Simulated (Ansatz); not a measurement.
**N₂O, singlet in 6-31G*: errors against RCCSDTQ**

Geometry: MP2(full)/6-31G*, from the G2/97 set.

```xyz
3

N     0.0000    0.0000   -1.1781
N     0.0000    0.0000   -0.0070
O     0.0000    0.0000    1.1851
```

Basis 6-31G* (Cartesian d functions); Ansatz 0.2.0. Correlated methods freeze the noble-gas cores, which leaves 16 electrons in 42 orbitals. R marks a restricted (for open shells ROHF) determinant, U an unrestricted one. Active spaces: valence = (16e, 12o) chosen from the atoms' valence shells.

Full CI isn't at hand for all of this; RCCSDTQ serves as the reference, and is uncertain by about the last step of the cluster series. The frozen core follows each run's orbitals, which can shift R against U totals by a few meV.

Unrestricted rows (U) aren't spin-pure: their determinants' ⟨S²⟩ exceeds S(S+1) by up to 0.32, so they mix in states of higher spin.

```
UHF ⟨S²⟩                          : 0.317
T1 diagnostic (RCCSD)             : 0.0213
largest doubles amplitude (RCCSD) : 0.101
```

```json
{"level": "UHF", "E − E(RHF) (eV)": "-0.0622"}
{"level": "RMP2", "E − E(RHF) (eV)": "-14.7217"}
{"level": "RCCSD", "E − E(RHF) (eV)": "-14.1842"}
{"level": "RCCSD(T)", "E − E(RHF) (eV)": "-14.9086"}
```

Problem. Estimate how far RCCSDTQ in 6-31G* lies from RCCSD(T). The table doesn't fix it; the size of (T) and the diagnostics are the guide.

Solution. RCCSDTQ in 6-31G* lies 1.69 kcal/mol below RCCSD(T), which is 10 % of the (T) step (-16.71 kcal/mol). T1 is raised, RHF is unstable towards spin polarisation, but (T) still catches most of what CCSD lacks. The miss exceeds 1 kcal/mol.

The other levels:

```
                   level  E − E(RCCSDTQ) (kcal/mol)  share of correlation (%)     wall time
                    CISD                      54.07                     84.35         1.4 s
                 BCCD(T)                       1.40                     99.59        0.66 s
                  RCCSDT                       2.11                     99.39             –
               RCCSDT(Q)                      -0.53                    100.15          15 s
  CASSCF (valence space)                     200.85                     41.86             –
  NEVPT2 (valence space)                      32.09                     90.71  2.9 s (H100)
  MRCISD (valence space)                      15.35                     95.56             –
MRCISD+Q (valence space)                       1.31                     99.62    6 s (H100)
```

The correlation energy at RCCSDTQ, counted from RHF, is -14.982 eV. That run took 29 s on 5 threads of AMD EPYC 7R13 with a whole H100 80 GB, shared host.

Times hold each run's SCF and search for its determinant on a shared host, so for small cases they say little of a method's own cost; rows without a card ran on 1 thread of AMD EPYC 7R13.

Natural occupations of CASSCF (valence space) about the gap: 1.975 1.975 1.966 1.928 1.928 0.099 0.099 0.040 0.018; effectively unpaired electrons, Σ n²(2−n)², 0.13.

Atomization energy (electronic, same basis, no zero-point term; atoms at the same level, unrestricted beside the R rows where the molecule is a closed shell, with restricted open-shell steps beyond CCSDT(Q)) at RCCSDTQ: 968.5 kJ/mol. Errors of other levels:

```
                   level  error (kJ/mol)
                     RHF          -684.1
                     UHF          -678.1
                    RMP2           108.2
                    CISD          -209.8
                   RCCSD           -69.7
                RCCSD(T)            -5.6
                 BCCD(T)            -3.6
                  RCCSDT            -8.5
               RCCSDT(Q)             2.3
  CASSCF (valence space)           -49.5
  NEVPT2 (valence space)            29.0
  MRCISD (valence space)           -46.8
MRCISD+Q (valence space)           -12.8
```

This basis is far from its limit, so the value isn't to be set against a measured one. Truncated CI isn't size-consistent, which counts against it in atomization.
